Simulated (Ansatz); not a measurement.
CH5AlO. The species carries charge 0 and has multiplicity 1. The bonds changed during the relaxation, so this is another structure than the one it started from. All single points use the PBE0-D4/def2-TZVP geometry. It is one conformer, not always the lowest.

```xyz
8

O    -0.635   -0.353   -0.802
C     0.235    0.833   -0.424
Al    0.454   -0.659    0.805
H    -1.568   -0.132   -0.744
H    -0.400    1.682   -0.174
H     0.858    1.053   -1.286
H    -0.500   -0.657    2.075
H     1.555   -1.767    0.551
```

Task: What is the dipole moment at B3LYP/def2-TZVPP? (An estimate is asked.)

Result: Ansatz gave: 2.50 D, with components (-1.64, 1.56, -1.05) D in this frame, pointing from negative to positive charge.

Task: And with PBE, r2SCAN, ωB97M-V? (Estimate.)

Result: The calculation gave: PBE 2.57 D, r2SCAN 2.58 D, ωB97M-V 2.49 D.

Task: Give the Mulliken charges with B3LYP, r2SCAN, ωB97M-V in def2-TZVPP. (An estimate is asked.)

Result: Computed: 
```json
{"atom": "O1", "B3LYP": "-0.23", "r2SCAN": "-0.22", "ωB97M-V": "-0.20"}
{"atom": "C2", "B3LYP": "-0.28", "r2SCAN": "-0.26", "ωB97M-V": "-0.34"}
{"atom": "Al3", "B3LYP": "0.42", "r2SCAN": "0.48", "ωB97M-V": "0.37"}
{"atom": "H4", "B3LYP": "0.20", "r2SCAN": "0.22", "ωB97M-V": "0.20"}
{"atom": "H5", "B3LYP": "0.10", "r2SCAN": "0.08", "ωB97M-V": "0.12"}
{"atom": "H6", "B3LYP": "0.11", "r2SCAN": "0.08", "ωB97M-V": "0.13"}
{"atom": "H7", "B3LYP": "-0.17", "r2SCAN": "-0.19", "ωB97M-V": "-0.14"}
{"atom": "H8", "B3LYP": "-0.16", "r2SCAN": "-0.18", "ωB97M-V": "-0.13"}
```

B3LYP here is the variant with VWN-RPA as its local correlation; programs differ in this.
